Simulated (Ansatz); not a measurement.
Ideal-gas functions of `F[CH]OCF` radical at 298.15 K and 1 bar, from an Ansatz frequency run at PBE0-D4/def2-TZVP.

Molar mass 81.04 g/mol, point group C1 (symmetry number 1), electronic degeneracy 2, moments of inertia 39.319, 167.674, 175.411 u Å². Harmonic wavenumbers (cm⁻¹, unscaled): 60, 159, 302, 550, 608, 945, 1016, 1082, 1139, 1181, 1245, 1309, 1356, 1455, 1524, 3084, 3157, 3185.

Use S(trans) = R[1.5 ln M + 2.5 ln T − 1.1517]; rotational temperatures θ = 24.2544 K / I; S(rot) = R[ln(√π/σ · √(T³/θAθBθC)) + 1.5]; for each mode x = 1.438777 ν̃/T, S = R[x/(eˣ − 1) − ln(1 − e⁻ˣ)] and H = RT x/(eˣ − 1); 1 cm⁻¹ = 0.0119627 kJ/mol; R = 8.31446 J/(mol·K).

Problem. By hand: the entropy, in J/(mol·K).

Solution. Translation 163.7. Rotation: θ = 0.6169, 0.1447, 0.1383 K, giving 106.6. Vibration, mode by mode: 18.65, 10.72, 5.88, 2.28, 1.82, 0.49, 0.37, 0.28, 0.22, 0.19, 0.14, 0.11, 0.09, 0.06, 0.04, 0.00, 0.00, 0.00, in all 41.3. Electronic 5.8. Sum 317.4 J/(mol·K).

Problem. By hand: H − E and G − E in kJ/mol, counted from the electronic energy.

Solution. Zero-point energy ½ × 23357 × 0.0119627 = 139.7; thermal vibration 6.3; translation, rotation and pV give 4 RT = 9.9. H − E = 155.9 kJ/mol, and G − E = 155.9 − 298.15 × 317.4/1000 = 61.3 kJ/mol.

Vibration gives 13 % of the entropy, 18.6 J/(mol·K) of it from the mode under 150 cm⁻¹: soft modes count most, and the harmonic formula is weakest for them. The sum counts one conformer and one mirror image; others add a mixing term.
